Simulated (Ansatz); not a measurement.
The input, for Ansatz 0.2.0:

```yaml
crystal:
  periodic: [false, false, false]
  atoms:
    - {symbol: Ga, position_ang: [0.000000, 0.000000, 5.033790]}
    - {symbol: Be, position_ang: [0.000000, 0.000000, -1.837210]}
    - {symbol: H, position_ang: [0.000000, 0.000000, -3.196580]}
basis:
  gaussian: {orbitals: def2-mTZVP}
correlation: {active_space: {ras: {orbitals: [8, 0, 32], electrons: 16, max_holes: 2, max_particles: 2}, fixed_orbitals: true}}
accuracy: high
scf: {lower_state_search: light}
```

```sh
$ ansatz run in.yaml --threads 1 --pin off --events-out ev --progress --plain --max-ram 2393MiB
```

Log:

```
808 factors; integrals over basis functions are off by at most 1.0e-8 eV
mean field evaluation 1: about -52740.3600 eV, gradient 9.8e0 eV
mean field evaluation 2: about -52740.6412 eV, gradient 1.0e1 eV
mean field evaluation 4: about -52741.4176 eV, gradient 6.4e0 eV
mean field evaluation 8: about -52742.9345 eV, gradient 1.1e0 eV
mean field evaluation 16: about -52742.9566 eV, gradient 2.0e-2 eV
mean field evaluation 32: about -52742.3804 eV, gradient 2.6e0 eV
mean field evaluation 64: about -52739.8241 eV, gradient 1.6e-8 eV
mean field evaluation 96: about -52742.8621 eV, gradient 4.4e-1 eV
mean field evaluation 128: about -52740.1846 eV, gradient 2.7e0 eV
mean field evaluation 160: about -52742.8979 eV, gradient 5.9e-1 eV
mean field evaluation 192: about -52742.4779 eV, gradient 1.4e-3 eV
mean field -52742.95656276 eV, -1938.2679032215 hartree, gradient 9.8e-8 eV, S^2 0.000000; 11 other end points of the search recorded, 0 dependent functions left out
reference -52742.95656276 eV, -1938.2679032215 hartree; 18, 18 occupied and 32, 32 virtual orbitals, 808 factors
state -52748.85631920 eV, -1938.4847152715 hartree
Total energy: -52748.85631920 eV, -1938.4847152715 hartree
```

Natural occupations: 1.9943 1.9943 1.9943 1.9942 1.9942 1.9788 1.9479 1.7030 0.2856 0.0195 0.0195 0.0116 0.0080 0.0062 0.0062 0.0055 0.0055 0.0054 0.0047 0.0047 0.0038 0.0035 0.0018 0.0013.

Ran on 1 thread of Arm Neoverse V1, shared host: 3.8 s wall, 0.1 GiB peak host memory.
